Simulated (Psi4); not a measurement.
**C4N2 (2-butynedinitrile) at HF/3-21G**

What is the energy change on altering one bond length of C4N2 (2-butynedinitrile) at HF/3-21G? 

The results are computed with Psi4 1.11.

4 further runs of the same task are left out: 3 that didn't finish, 1 set aside as unsound or not needed.

### 1 Starting point

C4N2 has 6 atoms, charge 0, and is taken as a singlet. As SMILES, `N#CC#CC#N`. The coordinates come from a PBE0-D4/def2-TZVP relaxation.

Bond lengths: N1–C2 1.155 Å, C2–C3 1.363 Å, C3–C4 1.207 Å, C4–C5 1.363 Å, C5–N6 1.155 Å. Angles: N1–C2–C3 180.0°, C2–C3–C4 180.0°, C3–C4–C5 180.0°, C4–C5–N6 180.0°.

### 2 Energy and gradient at HF/3-21G

The input, input.json:

```json
{
  "schema_name": "qcschema_input",
  "schema_version": 1,
  "molecule": {
    "schema_name": "qcschema_molecule",
    "schema_version": 2,
    "symbols": ["N", "C", "C", "C", "C", "N"],
    "geometry": [0.03237101, -5.70784217, 1.49089943, 0.02022007, -3.59584646, 0.93972301, 0.00597153, -1.10314652, 0.28893912, -0.00661404, 1.10352447, -0.28752183, -0.02029566, 3.59586536, -0.93959073, -0.03165291, 5.70744533, -1.4924301],
    "molecular_charge": 0,
    "molecular_multiplicity": 1,
    "fix_symmetry": "c1",
    "fix_com": true,
    "fix_orientation": true
  },
  "driver": "gradient",
  "model": {
    "method": "scf",
    "basis": "3-21G"
  },
  "keywords": {
    "puream": true,
    "e_convergence": 1e-09,
    "d_convergence": 1e-08,
    "scf_type": "pk",
    "scf_properties": ["QUADRUPOLE", "WIBERG_LOWDIN_INDICES", "MULLIKEN_CHARGES"]
  }
}
```

The run is started by

```bash
$ psi4 --qcschema input.json -n 1 --memory 2200MB
```

stdout, cut to the lines that bear on the results:

```text
[...]
  Running in c1 symmetry.
[...]
  Nuclear repulsion =  144.352590562515644
[...]
  Multiplicity = 1
[...]
  Nalpha       = 19
  Nbeta        = 19
[...]
    Number of basis functions: 54
[...]
   @RHF iter   1:  -258.72501956390300   -1.36411e+00   7.76926e-03 DIIS/ADIIS
[...]
   @RHF iter  11:  -258.82342700474373   -3.63798e-12   4.88395e-09 DIIS
[...]
    Orbital Energies [Eh]
    ---------------------
    Doubly Occupied:
       1A    -15.574739     2A    -15.574712     3A    -11.301561
       4A    -11.299662     5A    -11.288801     6A    -11.288791
       7A     -1.300965     8A     -1.299683     9A     -1.147137
      10A     -0.982472    11A     -0.886628    12A     -0.607813
      13A     -0.605889    14A     -0.604694    15A     -0.604694
      16A     -0.547946    17A     -0.547946    18A     -0.437255
      19A     -0.437255
[...]
  @RHF Final Energy:  -258.82342700474373
   => Energetics <=
    Nuclear Repulsion Energy =            144.3525905625156440
    One-Electron Energy =                -633.6747569076259197
    Two-Electron Energy =                 230.4987393403665692
    Total Energy =                       -258.8234270047437349
[...]
 Multipole Moments:
 ------------------------------------------------------------------------------------
     Multipole            Electronic (a.u.)      Nuclear  (a.u.)        Total (a.u.)
 ------------------------------------------------------------------------------------
 L = 1.  Multiply by 2.5417464519 to convert [e a0] to [Debye]
 Dipole X            :         -0.0009424            0.0007181           -0.0002243
 Dipole Y            :          0.0005165           -0.0003968            0.0001197
 Dipole Z            :          0.0018974           -0.0014173            0.0004801
 Magnitude           :                                                    0.0005433
 L = 2.  Multiply by 1.3450342976 to convert [e a0^2] to [Debye ang]
 Quadrupole XX       :        -24.1516951            0.0197495          -24.1319455
 Quadrupole XY       :          3.5897242           -3.5154308            0.0742934
[...]
  Mulliken Charges: (a.u.)
   Center  Symbol    Alpha    Beta     Spin     Total
       1     N     3.72868  3.72868  0.00000 -0.45735
       2     C     2.79211  2.79211  0.00000  0.41578
       3     C     2.97920  2.97920  0.00000  0.04159
       4     C     2.97921  2.97921  0.00000  0.04158
       5     C     2.79212  2.79212  0.00000  0.41575
       6     N     3.72868  3.72868  0.00000 -0.45735
   Total alpha = 19.00000, Total beta = 19.00000, Total charge =  0.00000
  Wiberg Bond Indices using Orthogonal Lowdin Orbitals:
[...]
  -Total Gradient:
     Atom            X                  Y                   Z
    ------   -----------------  -----------------  -----------------
       1        0.000211393781    -0.036358464297     0.009484295496
       2       -0.000232873982     0.039687815773    -0.010356427009
       3        0.000283532002    -0.046948786032     0.012251616101
       4       -0.000287878586     0.046965503342    -0.012240258331
       5        0.000217038204    -0.039712522886     0.010388622290
       6       -0.000191211419     0.036366454099    -0.009527848547
[...]
```

The result, in JSON:

```text
{
 "driver": "gradient",
 "model": {
  "method": "scf",
  "basis": "3-21G"
 },
 "success": true,
 "return_result": [0.00021139378075467515, -0.03635846429657463, 0.009484295495950423, -0.00023287398199369185, 0.03968781577307401, -0.010356427008556546, 0.00028353200231504526, -0.04694878603164865, 0.012251616100961427, -0.00028787858638607347, 0.04696550334234462, -0.012240258331106257, 0.00021703820383902998, -0.03971252288643967, 0.010388622289801752, -0.00019121141852867368, 0.036366454099392875, -0.009527848547314255],
 "properties": {
  "calcinfo_nbasis": 54,
  "calcinfo_nmo": 54,
  "calcinfo_nalpha": 19,
  "calcinfo_nbeta": 19,
  "calcinfo_natom": 6,
  "nuclear_repulsion_energy": 144.35259056251564,
  "return_energy": -258.82342700474373,
  "return_gradient": [0.00021139378075467515, -0.03635846429657463, 0.009484295495950423, -0.00023287398199369185, 0.03968781577307401, -0.010356427008556546, 0.00028353200231504526, -0.04694878603164865, 0.012251616100961427, -0.00028787858638607347, 0.04696550334234462, -0.012240258331106257, 0.00021703820383902998, -0.03971252288643967, 0.010388622289801752, -0.00019121141852867368, 0.036366454099392875, -0.009527848547314255],
  "scf_one_electron_energy": -633.6747569076259,
  "scf_two_electron_energy": 230.49873934036657,
  "scf_dipole_moment": [-0.0002242716576055792, 0.0001197317292742639, 0.0004801099077837989],
  "scf_total_energy": -258.82342700474373,
  "scf_total_gradient": [0.00021139378075467515, -0.03635846429657463, 0.009484295495950423, -0.00023287398199369185, 0.03968781577307401, -0.010356427008556546, 0.00028353200231504526, -0.04694878603164865, 0.012251616100961427, -0.00028787858638607347, 0.04696550334234462, -0.012240258331106257, 0.00021703820383902998, -0.03971252288643967, 0.010388622289801752, -0.00019121141852867368, 0.036366454099392875, -0.009527848547314255],
  "scf_iterations": 11
 }
}
```

Wall time 10 s (1 thread of Intel Xeon at 2.50GHz (Skylake/Cascade Lake), shared host); peak memory 0.19 GiB.

### 3 The distorted shape

The input, c4n2.dat:

```
memory 2200 mb

molecule system {
  0 1
  N      0.018031    -3.188032     0.832823
  C      0.011601    -2.070412     0.541153
  C      0.004061    -0.751332     0.196773
  C     -0.002599     0.416388    -0.108277
  C     -0.009839     1.735278    -0.453337
  N     -0.016750     3.020250    -0.789760
  symmetry c1
  no_reorient
  no_com
}

set reference rhf
set puream true
set e_convergence 1e-09
set d_convergence 1e-08
set scf_type pk

gradient("hf/3-21G")
```

The run is started by

```bash
$ psi4 -n 1 c4n2.dat c4n2.out
```

c4n2.out, cut to the lines that bear on the results:

```text
[...]
  Running in c1 symmetry.
[...]
  Nuclear repulsion =  140.754371523559087
[...]
  Multiplicity = 1
[...]
  Nalpha       = 19
  Nbeta        = 19
[...]
    Number of basis functions: 54
[...]
   @RHF iter   1:  -258.65926458107765   -1.63146e+00   7.68358e-03 DIIS/ADIIS
[...]
   @RHF iter  13:  -258.75976011265442   -8.52651e-13   6.20565e-09 DIIS
[...]
    Orbital Energies [Eh]
    ---------------------
    Doubly Occupied:
       1A    -15.618246     2A    -15.577966     3A    -11.328039
       4A    -11.306103     5A    -11.302798     6A    -11.291424
       7A     -1.303123     8A     -1.214079     9A     -1.146542
      10A     -0.988743    11A     -0.894131    12A     -0.609907
      13A     -0.605419    14A     -0.599190    15A     -0.599190
      16A     -0.524970    17A     -0.524970    18A     -0.421257
      19A     -0.421257
[...]
  @RHF Final Energy:  -258.75976011265442
   => Energetics <=
    Nuclear Repulsion Energy =            140.7543715235590867
    One-Electron Energy =                -626.4735549261971528
    Two-Electron Energy =                 226.9594232899836470
    Total Energy =                       -258.7597601126544191
[...]
 Multipole Moments:
 ------------------------------------------------------------------------------------
     Multipole            Electronic (a.u.)      Nuclear  (a.u.)        Total (a.u.)
 ------------------------------------------------------------------------------------
 L = 1.  Multiply by 2.5417464519 to convert [e a0] to [Debye]
 Dipole X            :         -0.0532998            0.0535000            0.0002003
 Dipole Y            :          9.7432840           -9.8170176           -0.0737336
 Dipole Z            :         -2.5489622            2.5687293            0.0197671
 Magnitude           :                                                    0.0763375
[...]
  -Total Gradient:
     Atom            X                  Y                   Z
    ------   -----------------  -----------------  -----------------
       1        0.000207275484    -0.035640887944     0.009297013587
       2       -0.000221948513     0.037668721807    -0.009828540631
       3        0.000246296012    -0.039886452223     0.010402545443
       4       -0.000218245881     0.033473144108    -0.008703931298
       5        0.001530336165    -0.283021785112     0.074082973181
       6       -0.001543713267     0.287407259364    -0.075250060281
[...]
```

It took 9.4 s on 1 thread of Intel Xeon at 2.50GHz (Skylake/Cascade Lake), shared host; peak memory 0.2 GiB.

### 4 Results

Level: HF/3-21G.

```
                                                         quantity          value
                                        first shape: total energy  -258.82343 Eh
                                       first shape: dipole moment         0.00 D
                                         first shape: HOMO energy      -11.90 eV
                                         first shape: LUMO energy        0.85 eV
                                       first shape: HOMO–LUMO gap       12.75 eV
                            first shape: largest force on an atom     2.496 eV/Å
                                    distorted shape: total energy  -258.75976 Eh
                                   distorted shape: dipole moment         0.19 D
                                     distorted shape: HOMO energy      -11.46 eV
                                     distorted shape: LUMO energy        0.23 eV
                                   distorted shape: HOMO–LUMO gap       11.69 eV
                        distorted shape: largest force on an atom    15.277 eV/Å
energy change with the C5–N6 bond stretched from 1.155 to 1.328 Å       1.732 eV
```

**Reading.** With the C5–N6 bond stretched from 1.155 to 1.328 Å the energy rises by 1.73 eV (167 kJ/mol). The first shape isn't relaxed at this level, so the change isn't measured from a minimum. The largest force (first shape) is 2.50 eV/Å: the shape isn't a stationary point for this species at this level.
